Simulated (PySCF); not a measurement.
# Assignment exercise: C₉H₁₀N₂

Molfile (atoms numbered from 1):
```
C9H10N2
     RDKit          3D

 21 21  0  0  0  0  0  0  0  0999 V2000
   -2.1149    1.0494   -0.9156 C   0  0  0  0  0  0  0  0  0  0  0  0
   -1.3313    0.4986    0.1598 N   0  0  0  0  0  0  0  0  0  0  0  0
   -1.9657    0.1476    1.4043 C   0  0  0  0  0  0  0  0  0  0  0  0
    0.0159    0.3217    0.0037 C   0  0  0  0  0  0  0  0  0  0  0  0
    0.8165   -0.1921    1.0525 C   0  0  0  0  0  0  0  0  0  0  0  0
    2.1785   -0.3721    0.8881 C   0  0  0  0  0  0  0  0  0  0  0  0
    2.8101   -0.0505   -0.3235 C   0  0  0  0  0  0  0  0  0  0  0  0
    4.2153   -0.2386   -0.4872 C   0  0  0  0  0  0  0  0  0  0  0  0
    5.3584   -0.3916   -0.6192 N   0  0  0  0  0  0  0  0  0  0  0  0
    2.0261    0.4616   -1.3692 C   0  0  0  0  0  0  0  0  0  0  0  0
    0.6635    0.6445   -1.2131 C   0  0  0  0  0  0  0  0  0  0  0  0
   -3.1599    1.1367   -0.5954 H   0  0  0  0  0  0  0  0  0  0  0  0
   -2.0914    0.4115   -1.8172 H   0  0  0  0  0  0  0  0  0  0  0  0
   -1.7682    2.0570   -1.2072 H   0  0  0  0  0  0  0  0  0  0  0  0
   -3.0450    0.3216    1.3230 H   0  0  0  0  0  0  0  0  0  0  0  0
   -1.5895    0.7511    2.2502 H   0  0  0  0  0  0  0  0  0  0  0  0
   -1.8164   -0.9167    1.6576 H   0  0  0  0  0  0  0  0  0  0  0  0
    0.3688   -0.4521    2.0107 H   0  0  0  0  0  0  0  0  0  0  0  0
    2.7727   -0.7697    1.7133 H   0  0  0  0  0  0  0  0  0  0  0  0
    2.4994    0.7181   -2.3190 H   0  0  0  0  0  0  0  0  0  0  0  0
    0.0933    1.0429   -2.0511 H   0  0  0  0  0  0  0  0  0  0  0  0
  1  2  1  0
  2  3  1  0
  2  4  1  0
  4  5  1  0
  5  6  2  0
  6  7  1  0
  7  8  1  0
  8  9  3  0
  7 10  2  0
 10 11  1  0
 11  4  2  0
  1 12  1  0
  1 13  1  0
  1 14  1  0
  3 15  1  0
  3 16  1  0
  3 17  1  0
  5 18  1  0
  6 19  1  0
 10 20  1  0
 11 21  1  0
M  END
```

Equivalent nuclei averaged, single conformer, non-relativistic Hamiltonian, in vacuum. Spin–spin couplings from B3LYP/pcJ-1 (without the spin–dipole term); coordinates at the PBE0-D3(BJ)/def2-SVP level; GIAO CAM-B3LYP/pcSseg-2 shieldings; PySCF.

Scale: TMS for ¹³C and ¹H (reference shieldings calculated alike).

(1) Assign these signals to the numbered atoms. ¹³C{¹H} NMR (computed): δ 164.4 (C), 149.6 (CH), 129.0 (C), 119.8 (CH), 110.7 (C), 42.6 (CH3).

(2) Assign these signals to the numbered atoms. ¹H NMR (400 MHz, computed): δ 7.81 (d, J = 9.8 Hz, 2H), 6.65 (d, J = 9.8 Hz, 2H), 3.02 (s, 6H).

Results:

(1) 
164.4 → C4, aromatic carbon bearing nitrogen: the electronegative substituent deshields the carbon that carries it
149.6 → C6/C10, aromatic CH
129.0 → C8, nitrile carbon: typical of a nitrile
119.8 → C5/C11, aromatic CH: it is ortho or para to a lone-pair donor and shielded by resonance
110.7 → C7, substituted aromatic carbon
42.6 → C1/C3, methyl carbon bonded to N: the inductive effect lowers its shielding

(2) 
7.81 → H19/H20, hydrogen on an aromatic CH: aromatic region
6.65 → H18/H21, hydrogen on an aromatic CH
3.02 → H12/H13/H14/H15/H16/H17, hydrogen on a methyl carbon bonded to N: its carbon carries N, hence the downfield position

Multiplet labels drop couplings under 1 Hz and merge nearly equal ones. Couplings among chemically equivalent protons are left out too, so labels in AA′BB′ or AA′XX′ sets are apparent multiplicities. Unscaled 3J(H,H) at this level run about 10 % above measured values. Shifts are as computed, not scaled to solution data. Of 1313 compounds with measured shifts, 239 miss one by over three times the rms of a fit or turn the order of signals round; such compounds aren't used in these exercises.
